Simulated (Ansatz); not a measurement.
Two structures of AlPNH7, singlet, reached by relaxing down either side of one saddle point (PBE0-D4/def2-TZVP). Energies are electronic, without zero-point energy. Computed with Ansatz 0.2.0 (basis: def2-TZVPP and def2-QZVPP); correlated methods freeze the cores. Extrapolation: Hartree–Fock as exp(−7.88 √X), correlation as X^−2.97. First:

```
10
angstrom
Al -0.5967 0.2200 -1.0416
N 0.6153 1.5276 -0.8581
H -0.2387 -0.9618 -2.0517
H -2.1050 0.5722 -0.6593
H -0.1518 -0.3783 2.3415
P -0.0587 -1.0989 1.1322
H 0.4315 2.4255 -0.4422
H 1.5353 1.5170 -1.2662
H 1.2720 -1.5432 1.2811
H -0.7032 -2.2801 1.5644
```

Second:

```xyz
10
angstrom
Al -0.3590 -0.3680 -0.6209
N 0.5859 1.4312 -0.2821
H 0.6083 -0.9474 -1.7562
H -1.8048 0.1834 -1.0286
H 1.5449 1.2846 0.0176
P -0.1352 -1.2874 1.5508
H 0.1144 1.9544 0.4492
H 0.6032 2.0069 -1.1181
H 0.3298 -2.5567 1.1189
H -1.4874 -1.7010 1.6697
```

Problem. Which bonds change from the first to the second?

Solution. AlNH₄ ([NH2][AlH2]) + PH₃ → AlPH₄ ([AlH2][PH2]) + NH₃ (still joined by a long Al–N bond); bonds formed: N2–H5; dative contacts that become bonds: Al1–P6; bonds broken: H5–P6; bonds weakened to dative contacts: Al1–N2.

Problem. Give the saddle point's structure and its height above each. (Judge from chemistry; the value comes from the calculation.)

Solution. Computed: 24.68 kcal/mol above the first and 33.57 kcal/mol above the second (CCSD(T) at an estimated basis limit (MP2 extrapolated from triple and quadruple zeta, plus CCSD(T) − MP2 in triple zeta)).
```csv
atom,x (Å),y (Å),z (Å)
Al1,-0.5598,-0.0607,-1.0914
N2,0.5100,1.2911,-0.2702
H3,0.2124,-0.8402,-2.2404
H4,-2.1044,0.3106,-1.1170
H5,0.5738,0.3119,0.8662
P6,-0.0570,-1.1649,1.0753
H7,0.0714,2.1675,-0.0139
H8,1.4169,1.5020,-0.6693
H9,0.8680,-2.2018,1.2936
H10,-0.9313,-1.3155,2.1671
```

No T1 diagnostic of these runs exceeds 0.013.

Labels in which every atom is bracketed show which atoms are joined, not bond orders.

For scale, one of the runs: CCSD(T)/def2-TZVPP, 213 basis functions, launched by `ansatz run in.yaml --threads 2 --pin off --events-out ev --progress --plain --max-ram 4352MiB`. Hardware: 2 CPU threads, shared host. Wall time 23 s; peak host memory 2.9 GiB.
